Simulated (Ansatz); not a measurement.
**Structure relaxation of Sn₃Ir**

Computed with DFT PBE, scalar-relativistic, plane waves, PAW in Ansatz. Cutoff 420 eV, Γ-centred k mesh, Gaussian smearing, no spin polarisation in the final step.

Sn₃Ir was placed on the Ni3Sn (D0_19) structure type (P6_3/mmc, No. 194), with Ir in place of Sn, Sn in place of Ni, at a guessed volume.

```xyz
8
Lattice="6.4178 0.0000 0.0000 -3.2089 5.5580 0.0000 0.0000 0.0000 5.1513" Properties=species:S:1:pos:R:3 pbc="T T T"
Sn    3.2089    3.7016    1.2878
Sn   -1.6012    4.6298    3.8635
Sn    1.6077    0.9282    1.2878
Sn    0.0000    1.8564    3.8635
Sn    4.8101    0.9282    1.2878
Sn    1.6012    4.6298    3.8635
Ir    0.0000    3.7053    1.2878
Ir    3.2089    1.8527    3.8635
```

Cell and atoms relax at zero pressure; the relaxation can't lower the symmetry of the start. After a coarse first stage the cell is made exact in the group found at 0.06 Å.

Energies over the elements count from the elements' standard structures at the same level, with no empirical corrections.

Task: Describe the relaxed structure.

Result: It keeps P6_3/mmc (No. 194), but not the shape of the type it started on. Conventional cell: a = 8.679 Å, c = 3.239 Å. Sn is coordinated by 2 Ir at 2.72 Å; around Ir lie 6 Sn at 2.72 Å and 2 Ir at 3.24 Å.

```cif
data_structure
_symmetry_space_group_name_H-M 'P6_3/mmc'
_symmetry_Int_Tables_number 194
_cell_length_a 8.6793
_cell_length_b 8.6793
_cell_length_c 3.2392
_cell_angle_alpha 90.000
_cell_angle_beta 90.000
_cell_angle_gamma 120.000
_cell_volume 211.32
loop_
_atom_site_label
_atom_site_type_symbol
_atom_site_symmetry_multiplicity
_atom_site_Wyckoff_symbol
_atom_site_fract_x
_atom_site_fract_y
_atom_site_fract_z
_atom_site_occupancy
Sn1 Sn 6 h 0.81186 0.62371 0.25000 1
Ir1 Ir 2 c 0.33333 0.66667 0.25000 1
```

Task: What are its volume, energy, density and gap?

Result: The volume per atom is 26.41 Å³. The density is 8.62 g/cm³, the energy over the elements is 0.04 eV/atom and the gap on the 6×6×10 mesh is 0 eV (a metal).

The final run used a 6×6×10 mesh on its 8-atom cell and 0.10 eV smearing. For metals, differences of a few meV/atom aren't resolved. Spin–orbit coupling is left out. A structure relaxed within its symmetry needn't be a true minimum.

Cost: 3 runs of about 5.1 core-minutes in all, on Intel Xeon 6975P-C (Granite Rapids) (shared hosts).